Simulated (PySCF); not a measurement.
# H2S: bend–stretch map

All numbers come from wB97X in PySCF with S def2-TZVP, H def2-TZVP; no relativity; density-fitted integrals.

Rigid scan from the singlet minimum (S–H 1.337 Å (×2); H–S–H 92.7°). Coordinate: rows scale both bonds, columns set the H–S–H angle. Energies in kJ/mol from the minimum.

Rows run from the largest first scale (top) to the smallest, columns from the smallest angle to the largest. Lower edges of the bins (kJ/mol): '_' 0.5, '.' 2.6, ':' 5.9, '-' 11.0, '=' 19.2, '+' 32.3, '*' 52.9, '#' 85.6, '%' 137.4, '@' 219.6; top 350, each point printed twice.
```
++++##%%@@@@@@
--==**##%%@@@@
..--**##%%@@@@
__::++##%%@@@@
..--**##%%@@@@
====**##%%@@@@
```

Question: Give the energies on the grid of the scan.

Answer: 
| scale \ angle | 90 | 105 | 120 | 135 | 150 | 165 | 180 |
| --- | --- | --- | --- | --- | --- | --- | --- |
| 0.94 | 21 | 29 | 68 | 131 | 207 | 276 | 306 |
| 0.97 | 5 | 15 | 54 | 117 | 194 | 265 | 296 |
| 1.00 | 1 | 10 | 49 | 112 | 190 | 264 | 296 |
| 1.03 | 4 | 15 | 54 | 116 | 195 | 270 | 305 |
| 1.06 | 15 | 26 | 65 | 127 | 205 | 284 | 321 |
| 1.10 | 38 | 50 | 88 | 149 | 227 | 308 | 350 |

The bond scale of lowest energy on the grid is 1.00 at 90°, 1.00 at 105°, 1.00 at 120°, 1.00 at 135°, 1.00 at 150°, 1.00 at 165°, 0.97 at 180°.
